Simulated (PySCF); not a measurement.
## How close is B3LYP for allyl?

Measured values to reproduce: a(1H H6) 4.06 G [1]; Δg1 (in rising order) 0.00 ppt [2]; Δg2 (in rising order) 0.40 ppt [2]; Δg3 (in rising order) 0.80 ppt [2]. Sources and the comparison follow the method.

Allyl, C3H5 (doublet state).
Z-matrix (Å and degrees, PBE0-D3(BJ)/def2-SVP geometry), rows numbered from 1:
```
C 
C   1  1.3853
C   2  1.3852  1  125.24
H   1  1.0917  2  121.31  3   179.97
H   1  1.0939  2  121.03  3    -0.03
H   2  1.0969  1  117.37  3  -179.98
H   3  1.0917  2  121.15  1  -180.00
H   3  1.0940  2  121.11  1     0.02
```

The hyperfine couplings belong to this conformer and change with its torsions.

The species is allyl, `[CH2]C=C`.

The calculation used PySCF, UKS B3LYP, IGLO-III on C, pcH-1 on H, non-relativistic, mean-field spin-orbit, GIAO. No stability test was run, so a lower SCF solution isn't excluded. ⟨S²⟩ is 0.779 where a pure state has 0.75.

```csv
nucleus,computed a_iso (MHz),published,in MHz,difference of magnitudes (MHz),source
1H H6,12.7,4.06 G,11.4,+1.3,[1]
```

Values published in field units are turned into MHz with the computed g_iso.

| g shift | computed (ppt) | published (ppt) | difference | source |
| --- | --- | --- | --- | --- |
| Δg1 (in rising order) | -0.13 | 0.00 | -0.13 | [2] |
| Δg2 (in rising order) | 0.49 | 0.40 | +0.09 | [2] |
| Δg3 (in rising order) | 0.53 | 0.80 | -0.27 | [2] |

Sources: [1] measured, solution or matrix (EPR); Pople, Beveridge, Approximate Molecular Orbital Theory, McGraw-Hill 1970 (compilation of measured values). [2] measured, matrix; Malkina, Vaara, Schimmelpfennig, Munzarova, Malkin, Kaupp, J. Am. Chem. Soc. 2000, 122, 9206 (reprinted in Munzarova's thesis, Stuttgart).

The measured numbers hold vibrational averaging and, outside the gas phase, effects of the matrix or solvent; the computed ones belong to one rigid, isolated geometry and carry the errors of functional and basis. An EPR spectrum gives magnitudes, so published signs often rest on theory.

The Mulliken spin populations are largest on C1 (+0.70), C3 (+0.70) and C2 (-0.27). The positive populations add up to 1.41 and the negative ones to -0.41, together 2S = 1. The angles at C1 add up to 360.0°, so it is planar; its axial dipolar tensor and the negative couplings of its protons fit spin in a p orbital normal to that plane.

⟨S²⟩ = 0.7787 against the exact 0.7500, 3.8 % above the value of a pure doublet state.

Hardware: an Arm Neoverse V2 with one thread, no GPU (shared host). Cost: 8.3 s.
